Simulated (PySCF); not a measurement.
**TDDFT excited states: C2H3NS**

2-sulfanylacetonitrile, C2H3NS.
Atom-mapped SMILES: `[N:1]#[C:2][CH2:3][SH:4]` (hydrogens: H5, H6 on C3; H7 on S4)

Geometry (PBE0-D3(BJ)/def2-SVP, Å), atoms numbered from 1 in this order:
```
atom  x, y, z in Å
N1     1.813   -1.435   -0.155
C2     0.766   -0.946   -0.097
C3    -0.537   -0.307   -0.003
S4    -0.536    1.438   -0.531
H5    -1.243   -0.818   -0.675
H6    -0.928   -0.408    1.021
H7     0.275    1.882    0.454
```

Method used: TDDFT CAM-B3LYP/def2-SVPD, vertical, gas phase, core orbitals frozen in the response in PySCF 2.14.0, density-fitted response routines.

| state | E (eV) | E (kJ/mol) | λ (nm) | f | main configurations (H = HOMO, L = LUMO) |
| --- | --- | --- | --- | --- | --- |
| S1 | 5.47 | 528 | 226.6 | 0.0001 | H→L (87%) |
| S2 | 6.15 | 593 | 201.7 | 0.037 | H→L+1 (97%) |
| S3 | 7.30 | 704 | 169.9 | 0.0024 | H→L+3 (26%), H→L+2 (18%), H-2→L+1 (12%) |
| S4 | 7.40 | 714 | 167.6 | 0.0031 | H→L+2 (71%) |
| S5 | 7.42 | 716 | 167.1 | 0.024 | H→L+3 (58%), H-2→L+1 (8%) |
| S6 | 7.74 | 747 | 160.1 | 0.039 | H-1→L+1 (20%), H-2→L+3 (14%), H-1→L (12%) |
| S7 | 7.88 | 760 | 157.3 | 0.0026 | H-1→L+2 (19%), H-1→L+3 (18%), H-1→L (11%) |
| S8 | 8.15 | 786 | 152.2 | 0.020 | H→L+4 (80%) |
| S9 | 8.28 | 799 | 149.7 | 0.025 | H-1→L (49%), H-1→L+1 (17%) |
| S10 | 8.42 | 812 | 147.3 | 0.011 | H→L+5 (69%) |

Triplets (Tamm–Dancoff): T1 4.94 eV, H→L (82%); T2 5.62 eV, H→L+1 (82%); T3 6.12 eV, H-1→L+1 (19%), H-1→L (15%), H-2→L+2 (11%); T4 6.65 eV, H-2→L+2 (20%), H-2→L+1 (14%), H-2→L+4 (13%).

The lowest singlet comes at 227 nm (528 kJ/mol) in the ultraviolet; it is dark (f under 0.0005); its leading configuration is HOMO→LUMO (87%). The strongest level in the table is S6 at 7.74 eV (160 nm, f = 0.039). Löwdin shares by element: HOMO sulfur 77%, carbon 10% or more, hydrogen 6% or more; LUMO sulfur 52%, carbon 26%, hydrogen 9% or more. The oscillator strengths of these states sum to 0.164; summed over the whole spectrum of an exact calculation they would give the number of electrons, 38 (Thomas–Reiche–Kuhn). Orbital energies (eV): HOMO-3 -12.10, HOMO-2 -11.24, HOMO-1 -11.00, HOMO -9.13, LUMO 0.36, LUMO+1 0.49, LUMO+2 1.41. The listed states span 2.94 eV, and the widest gap between neighbours is 1.15 eV (S2 to S3). No computed singlet lies in the visible range (380 to 750 nm); the lowest, at 227 nm, stands 2.21 eV above its violet end (3.26 eV). All these states lie below the vertical ionisation energy of 10.27 eV (ΔSCF). Singlets were solved by full linear response, triplets in the Tamm–Dancoff approximation.

One conformer stands for the species.
